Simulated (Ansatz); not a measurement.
**C2H3Cl, singlet: CASSCF and its corrections**

Program: Ansatz, Gaussian basis, development build. Basis cc-pVDZ on C/H, cc-pV(D+d)Z on Cl, nonrelativistic, 7 orbitals frozen in the corrections. State-specific CASSCF; RHF is the lowest restricted (open-shell) Hartree–Fock solution met. Single-reference values can break down or jump between states where bonds are stretched. Solutions may break the symmetry of the shape. No proof that the lowest CASSCF solution was found.

Geometry:

```xyz
6

C    -0.0751    0.5051   -0.5578
C     0.0165   -0.2670   -1.6386
Cl    0.0262   -0.1086    1.0569
H    -0.2202    1.5779   -0.5986
H    -0.5116   -1.2094   -1.7215
H     0.6375    0.0490   -2.4686
```

Q: What do CASSCF and its corrections give against RHF in CAS(4,3), and what are the occupations?

A: CASSCF -0.897 eV, SC-NEVPT2 -11.275 eV; occupations 2.00, 1.88, 0.12.

Q: How do single-reference totals in the same basis and frozen core stand against SC-NEVPT2 in CAS(4,3)?

A: CCSD(T) -1.354 eV. Coupled cluster stands on the determinant that it favours, which can lie over the RHF solution above, and is in doubt where the occupations are far from 0, 1 and 2.

Q: Roughly how much CPU time does a whole run from the default start take (median of such runs, summed over threads; nearly all runs on one pinned thread of a shared server, mostly Xeon at 2.3 to 2.6 GHz, by a development driver)?

A: CAS(4,3): about 4 s. Other jobs ran beside these, and the count of passes differs.
